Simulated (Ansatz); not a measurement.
Input file:

```yaml
crystal:
  periodic: [false, false, false]
  atoms:
    - {symbol: Hf, position_ang: [0.000000, -0.111469, 1.647238]}
    - {symbol: N, position_ang: [0.000000, -0.201315, -0.385063]}
    - {symbol: H, position_ang: [0.000000, 0.312783, -1.262174]}
basis:
  gaussian: {orbitals: def2-SVP}
magnetization: {spin_polarized: false, initial_magnetization: 6}
correlation: {active_space: {ras: {orbitals: [2, 6, 38], electrons: 10, max_holes: 2, max_particles: 2}, fixed_orbitals: true}}
accuracy: high
```

```sh
$ ansatz run in.yaml --threads 1 --pin off --events-out ev --progress --plain --max-ram 2393MiB
```

(1) Roughly how long does this take on 1 thread of Arm Neoverse N1, shared host, and how much host memory?

```
1050 factors; integrals over basis functions are off by at most 3.2e-9 eV
mean field evaluation 1: about -2778.5747 eV, gradient 1.6e1 eV
mean field evaluation 2: about -2778.5842 eV, gradient 1.6e1 eV
mean field evaluation 4: about -2780.3441 eV, gradient 1.7e0 eV
mean field evaluation 8: about -2780.4006 eV, gradient 4.3e-1 eV
mean field evaluation 16: about -2780.4397 eV, gradient 3.8e-3 eV
mean field evaluation 32: about -2780.2227 eV, gradient 3.9e-1 eV
mean field evaluation 64: about -2780.4323 eV, gradient 1.3e-1 eV
mean field evaluation 96: about -2779.8977 eV, gradient 2.6e0 eV
mean field evaluation 128: about -2780.4183 eV, gradient 2.2e-1 eV
mean field evaluation 160: about -2780.2305 eV, gradient 3.8e-1 eV
mean field evaluation 192: about -2780.4229 eV, gradient 5.2e-2 eV
mean field evaluation 224: about -2780.4185 eV, gradient 1.8e-1 eV
mean field evaluation 256: about -2780.4242 eV, gradient 3.4e-2 eV
mean field evaluation 288: about -2780.4140 eV, gradient 4.6e-1 eV
mean field evaluation 320: about -2780.4278 eV, gradient 8.9e-1 eV
mean field evaluation 352: about -2779.6688 eV, gradient 1.9e0 eV
mean field evaluation 384: about -2780.4242 eV, gradient 4.4e-2 eV
mean field evaluation 416: about -2780.3882 eV, gradient 2.5e-1 eV
mean field evaluation 448: about -2779.6148 eV, gradient 1.5e0 eV
mean field evaluation 480: about -2780.3300 eV, gradient 6.8e-1 eV
mean field evaluation 512: about -2780.4358 eV, gradient 5.3e-2 eV
mean field -2780.43965745 eV, -102.1792727616 hartree, gradient 3.1e-8 eV, S^2 12.000000; 23 other end points of the search recorded, 0 dependent functions left out
reference -2780.43965745 eV, -102.1792727616 hartree; 13, 7 occupied and 38, 44 virtual orbitals, 1050 factors
state -2784.70081201 eV, -102.3358673035 hartree
Total energy: -2784.70081201 eV, -102.3358673035 hartree
```

Natural occupations: 1.9748 1.9666 0.9947 0.9943 0.9906 0.9874 0.9857 0.9855 0.0227 0.0132 0.0082 0.0079 0.0062 0.0062 0.0058 0.0052 0.0047 0.0045 0.0041 0.0037 0.0033 0.0031 0.0031 0.0029.

Results:

(1) 49 s wall and 0.21 GiB.
